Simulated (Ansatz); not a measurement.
**UCCSD(T)/STO-3G run of BNH3 (SMILES B[NH])**

What is the vertical doublet–quartet gap of BNH3 at UCCSD(T)/STO-3G? 

The calculation is run with Ansatz 0.2.0.

53 further runs of the same task are left out: 53 set aside as unsound or not needed.

### Step 1. The structure to begin with

The species is BNH3 (5 atoms), meant as a doublet with charge 0. As SMILES, `B[NH]`. The coordinates come from a PBE0-D4/def2-TZVP relaxation.

Bond lengths: B1–N2 1.329 Å, B1–H3 1.210 Å, B1–H4 1.204 Å, N2–H5 0.999 Å. Angles: B1–N2–H5 163.9°, N2–B1–H3 118.8°, N2–B1–H4 121.2°, H3–B1–H4 119.9°.

### Step 2. The energy at UCCSD(T)/STO-3G

File job.yaml:

```yaml
crystal:
  periodic: [false, false, false]
  atoms:
    - {symbol: B, position_ang: [-0.310800, -0.370100, -0.091600]}
    - {symbol: N, position_ang: [0.531200, 0.655200, -0.019800]}
    - {symbol: H, position_ang: [-0.414800, -1.107400, 0.862500]}
    - {symbol: H, position_ang: [-0.964100, -0.573100, -1.081900]}
    - {symbol: H, position_ang: [1.208400, 1.321700, 0.289300]}
basis:
  gaussian:
    orbitals: STO-3G
magnetization:
  spin_polarized: true
  initial_magnetization: 1
correlation:
  method: ccsd_t
  frozen_orbitals: {B: 1, H: 0, "N": 1}
accuracy: high
scf:
  omitted_lower_state_checks: [cluster_reference, increment]
```

Run with:

```sh
$ ansatz run job.yaml --threads 1 --pin off --max-ram 2610MiB --events-out events.jsonl --progress --plain --runs-dir runs
```

What it wrote, shortened:

```text
Warning: RAYON_NUM_THREADS=1 ignored (pool sized by the plan → 1); use --threads N
Functional definition: HF
  name "HF"
[...]
207 factors; integrals over basis functions are off by at most 9.2e-9 eV
[...]
mean field -2171.78792033 eV, -79.8117339815 hartree, gradient 1.9e-8 eV, S^2 0.779272; 0 other end points of the search recorded, 0 dependent functions left out
2 core orbitals not correlated: weight in the atoms' cores, before any rotation towards them, 1.000 or more for the frozen orbitals, at most 0.000 for the correlated occupied ones
reference -2171.78792033 eV, -79.8117339815 hartree; 6, 5 occupied and 5, 6 virtual orbitals, 207 factors
second order -2.04354962 eV of doubles, -0.00000000 eV of singles
cycle   1  -2.46265961 eV  change   -4.2e-1 eV  update   7.3e-2
[...]
cycle  24  -2.86319819 eV  change  -8.5e-10 eV  update   1.1e-9
perturbative correction -0.06492775 eV, -0.0023860508 hartree
Total energy: -2174.71604627 eV, -79.9193406249 hartree
Checks for a lower state left out: cluster_reference, increment
```

Run time: 0.14 s. Hardware: 1 thread of Arm Neoverse V1, shared host.

### Step 3. The quartet

job.yaml, as its differences from that of step 2:

```diff
@@ -4,3 +4,3 @@
     - {symbol: B, position_ang: [-0.310800, -0.370100, -0.091600]}
-    - {symbol: N, position_ang: [0.531200, 0.655200, -0.019800]}
+    - {symbol: "N", position_ang: [0.531200, 0.655200, -0.019800]}
     - {symbol: H, position_ang: [-0.414800, -1.107400, 0.862500]}
@@ -13,3 +13,3 @@
   spin_polarized: true
-  initial_magnetization: 1
+  initial_magnetization: 3
 correlation:
```

Run with:

```sh
$ ansatz run job.yaml --threads 1 --pin off --max-ram 2610MiB --events-out events.jsonl --progress --plain --runs-dir runs
```

What it wrote, shortened:

```text
Warning: RAYON_NUM_THREADS=1 ignored (pool sized by the plan → 1); use --threads N
Functional definition: HF
  name "HF"
[...]
207 factors; integrals over basis functions are off by at most 9.2e-9 eV
[...]
mean field -2165.54532973 eV, -79.5823230082 hartree, gradient 2.2e-8 eV, S^2 3.770995; 0 other end points of the search recorded, 0 dependent functions left out
2 core orbitals not correlated: weight in the atoms' cores, before any rotation towards them, 1.000 or more for the frozen orbitals, at most 0.000 for the correlated occupied ones
reference -2165.54532973 eV, -79.5823230082 hartree; 7, 4 occupied and 4, 7 virtual orbitals, 207 factors
second order -1.38548418 eV of doubles, -0.00000000 eV of singles
cycle   1  -1.82167044 eV  change   -4.4e-1 eV  update   5.6e-2
[...]
cycle  23  -2.16532759 eV  change   6.2e-10 eV  update  6.6e-10
perturbative correction -0.01816847 eV, -0.0006676788 hartree
Total energy: -2167.72882579 eV, -79.6625650083 hartree
Checks for a lower state left out: cluster_reference, increment
```

Run time: 0.14 s. Hardware: 1 thread of Arm Neoverse V1, shared host.

### Step 4. Results

At UCCSD(T)/STO-3G, 2 core orbitals frozen:

```
                                            quantity         value
                               doublet: total energy  -79.91934 Eh
doublet: correlation energy (2 core orbitals frozen)    -107.6 mEh
                             doublet: (T) correction     -2.39 mEh
          doublet: ⟨S²⟩ of the reference determinant         0.779
                              doublet: T1 diagnostic         0.029
                               quartet: total energy  -79.66257 Eh
quartet: correlation energy (2 core orbitals frozen)     -80.2 mEh
                             quartet: (T) correction     -0.67 mEh
          quartet: ⟨S²⟩ of the reference determinant         3.771
                              quartet: T1 diagnostic         0.017
    vertical energy of the quartet above the doublet      6.987 eV
```

**Reading.** At this shape the quartet lies 6.99 eV (161 kcal/mol) above the doublet. In a minimal basis such a difference can be off by several eV, whatever the method. The triples (doublet) make up 2.2 % of the correlation energy. The triples (quartet) make up 0.8 % of the correlation energy.
